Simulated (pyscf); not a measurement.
# Four-centre exchange: `[CH3][In]` [singlet] + `[SH2]` → `[SH][In]` [singlet] + `[CH4]`

Gas phase, singlet surface, charge 0. Bonds broken: In1–C2, S6–H7. Bonds formed: In1–S6, C2–H7. Optimised with ωB97X-D3(BJ)/def2-SVP in PySCF. MP2 and CC: frozen core, UHF for open shells. ΔMP2 is the change of the MP2 total energy from the triple- to the quadruple-zeta basis.

Transition state (Å):

```xyz
8

In    -0.6381     0.2964    -0.8788
C      1.0560    -0.7125     0.5639
H      1.2809    -0.8931     1.6313
H      1.0673    -1.7074     0.0801
H      1.9185    -0.1434     0.1678
S     -1.4804     0.6469     1.8196
H     -0.2059    -0.0451     1.3106
H     -2.1924    -0.4975     1.7822
```

One imaginary mode, 1047i cm⁻¹; descent along it reached the two sides named, in the forms told below.

| bond | change | reactant side (Å) | saddle | product side |
|---|---|---|---|---|
| In1–C2 | breaks | 2.260 | 2.443 | 3.4 |
| S6–H7 | breaks | 1.346 | 1.537 | 3.1 |
| In1–S6 | forms | 3.2 | 2.8 | 2.493 |
| C2–H7 | forms | 3.1 | 1.611 | 1.100 |

Electronic energies relative to the separated reactants (kcal/mol):

```json
[
 {"level": "ωB97X-D3(BJ)/def2-TZVP", "barrier": "4.5", "reaction energy": "-42.7", "reverse barrier": "47.2"},
 {"level": "PBE/def2-TZVP", "barrier": "-0.3", "reaction energy": "-40.5", "reverse barrier": "40.3"},
 {"level": "r²SCAN/def2-TZVP", "barrier": "0.4", "reaction energy": "-41.4", "reverse barrier": "41.8"},
 {"level": "B3LYP-D3(BJ)/def2-TZVP", "barrier": "4.0", "reaction energy": "-40.9", "reverse barrier": "45.0"},
 {"level": "PBE0-D3(BJ)/def2-TZVP", "barrier": "1.7", "reaction energy": "-40.5", "reverse barrier": "42.2"},
 {"level": "M06-2X/def2-TZVP", "barrier": "5.5", "reaction energy": "-40.6", "reverse barrier": "46.1"},
 {"level": "ωB97M-D3(BJ)/def2-TZVP", "barrier": "7.8", "reaction energy": "-38.8", "reverse barrier": "46.6"},
 {"level": "HF/def2-TZVP", "barrier": "24.0", "reaction energy": "-40.9", "reverse barrier": "64.8"},
 {"level": "MP2/def2-QZVPP", "barrier": "3.4", "reaction energy": "-40.6", "reverse barrier": "44.0"},
 {"level": "CCSD/def2-TZVPP", "barrier": "11.5", "reaction energy": "-38.2", "reverse barrier": "49.6"},
 {"level": "CCSD(T)/def2-TZVPP", "barrier": "8.4", "reaction energy": "-38.3", "reverse barrier": "46.7"},
 {"level": "CCSD(T)/def2-TZVPP + ΔMP2(QZVPP)", "barrier": "6.9", "reaction energy": "-39.1", "reverse barrier": "46.0"}
]
```

With CCSD(T)/def2-TZVPP + ΔMP2(QZVPP) energies and thermal terms (ideal gas, 1 atm, RRHO with modes under 100 cm⁻¹ raised to 100, one conformer, R ln 2 for chiral ones without a mode under 150 cm⁻¹), in kcal/mol:

| T (K) | ΔH‡ | ΔG‡ | ΔH | ΔG |
|---|---|---|---|---|
| 298 | 6.2 | 15.5 | -36.7 | -36.3 |
| 600 | 6.6 | 24.8 | -37.1 | -35.8 |
| 900 | 7.3 | 33.8 | -37.5 | -35.0 |
| 1200 | 8.1 | 42.5 | -37.8 | -34.1 |

On the reactant side the descent ends in a complex, 7.2 kcal/mol under the separated species and 11.7 kcal/mol under the saddle at ωB97X-D3(BJ)/def2-TZVP. At PBE the saddle lies under the separated reactants, which points to a path from their complex (located at ωB97X-D3(BJ) alone). This is the saddle that the search found; another between the same sides may lie lower. The CCSD(T) − MP2 part came from Ansatz, without density fitting, on the same reference. The frozen core leaves the outer d or s,p core shells of the metals and heavy elements correlated in the MP2 and CC values, and def2-TZVPP describes them poorly, which can shift differences by a few kcal/mol. Elements past Kr carry the def2 core potentials, without spin-orbit coupling.
